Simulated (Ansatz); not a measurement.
# C4H6O2, SMILES COC1(O)C=C1: a single point in a Gaussian basis

With Ansatz 0.2.0 through its Python package.

Contents of `c4h6o2.xyz`:
```text
12

C    -0.49000   -1.18170    1.26600
O     0.01720    0.14880    1.03130
C     0.32460    0.39110   -0.36680
O     1.63050   -0.29690   -0.73040
C    -0.64820    0.67850   -1.35480
C     0.08040    1.69470   -0.93350
H    -1.45400   -1.24330    0.71310
H    -0.70180   -1.22670    2.31670
H     0.16830   -1.90190    0.99420
H     2.23400   -0.14030   -0.02550
H    -1.43920    0.30790   -1.92640
H     0.35510    2.71450   -0.94990
```

At the Python prompt:
```pycon
>>> import ansatz as az
>>> import numpy as np
>>> system = az.Crystal.molecule_from_extxyz('c4h6o2.xyz')
>>> calc = (
...     system.calculation()
...     .basis(gaussian='cc-pVDZ')
...     .functional('r2scan')
...     .accuracy('high')
...     .forces()
... )
>>> trace = []
>>> result = calc.session().plan().execute(on_event=trace.append)

>>> rep = result.report
>>> rep['mean_field']['state']['spin_squared']
-1.4921397450962104e-13
>>> for event in trace:
...     if event['event'] == 'mean_field_evaluation' and event['data']['evaluation'] <= 25:
...         print('pass {evaluation:3d}  E = {energy_ev:.6f} eV  gradient {gradient_ev:.1e}'.format(**event['data']))
...
pass   1  E = -8324.130547 eV  gradient 6.1e+01
pass   2  E = -8320.975346 eV  gradient 7.4e+01
pass   3  E = -8331.747644 eV  gradient 1.3e+01
pass   4  E = -8332.090051 eV  gradient 2.6e+00
pass   5  E = -8332.102300 eV  gradient 1.1e+00
pass   6  E = -8332.104208 eV  gradient 4.0e-01
pass   7  E = -8332.103210 eV  gradient 4.1e-01
pass   8  E = -8332.103503 eV  gradient 1.0e-01
pass   9  E = -8332.103506 eV  gradient 9.1e-02
pass  10  E = -8332.103526 eV  gradient 1.7e-02
pass  11  E = -8332.103526 eV  gradient 3.9e-03
pass  12  E = -8332.103526 eV  gradient 3.9e-03
pass  13  E = -8332.103526 eV  gradient 7.1e-04
pass  14  E = -8332.103526 eV  gradient 3.8e-04
pass  15  E = -8332.103526 eV  gradient 6.5e-05
pass  16  E = -8332.103526 eV  gradient 6.5e-05
pass  17  E = -8332.103526 eV  gradient 9.7e-06
pass  18  E = -8332.103526 eV  gradient 2.3e-06
pass  19  E = -8332.103526 eV  gradient 4.6e-07
pass  20  E = -8332.103526 eV  gradient 4.7e-07
pass  21  E = -8332.103526 eV  gradient 3.4e-07
pass  22  E = -8332.103526 eV  gradient 7.9e-08
pass  23  E = -8332.103526 eV  gradient 3.4e-08
pass  24  E = -8332.103526 eV  gradient 3.4e-08
>>> print('reference energy %16.6f eV' % rep['reference_energy_ev'])
reference energy     -8332.103527 eV
>>> print('total energy     %16.6f eV' % rep['free_energy_ev'])
total energy         -8332.103527 eV
>>> print('occupied orbitals outside the frozen core (up, down):', rep['n_occupied'], ' frozen:', rep['n_frozen'], ' virtual:', rep['n_virtual'])
occupied orbitals outside the frozen core (up, down): [23, 23]  frozen: 0  virtual: [91, 91]
>>> field = rep['mean_field']
>>> print('<S^2> =', round(abs(field['state']['spin_squared']), 4), ' all-electron relativity setting:', field['relativity'])
<S^2> = 0.0  all-electron relativity setting: none
>>> print('passes:', field['passes'])
passes: {'evaluations': 21, 'products': 12}
>>> if 'symmetry' in field:
...     print('occupied orbitals by irrep:', field['symmetry']['occupied'])
...
occupied orbitals by irrep: [{'A': 23}, {'A': 23}]
>>> symbols = [site.symbol for site in system.cartesian_sites]
>>> forces = np.array(rep['forces_ev_ang'])
>>> print('largest force', round(float(np.linalg.norm(forces, axis=1).max()), 4), 'eV/A, rms', round(float(np.sqrt((forces ** 2).mean())), 4))
largest force 4.593 eV/A, rms 1.4806
>>> charges = rep['charge_distribution']
>>> print('dipole moment', round(4.803205 * float(np.linalg.norm(charges['dipole_moment_e_ang'])), 3), 'D')
dipole moment 0.999 D
>>> print('Mulliken:', [(s, round(q, 3)) for s, q in zip(symbols, charges['mulliken_charges_e'])])
Mulliken: [('C', 0.148), ('O', -0.371), ('C', 0.236), ('O', -0.316), ('C', 0.051), ('C', 0.042), ('H', 0.015), ('H', 0.035), ('H', 0.015), ('H', 0.141), ('H', -0.003), ('H', 0.008)]
```

These settings explore the input space; basis and method may be short of convergence. The geometry is a force-field or estimated start, not a minimum of this method, and the basis set is short of its limit. Early passes use coarser integrals and grids, so their energies can't be compared with the last. Wall time of the script: 27 s on 1 thread of Arm Neoverse V1 (shared host), peak memory 0.51 GiB.

(Lines on the test bed's own set-up are left out of the output.)
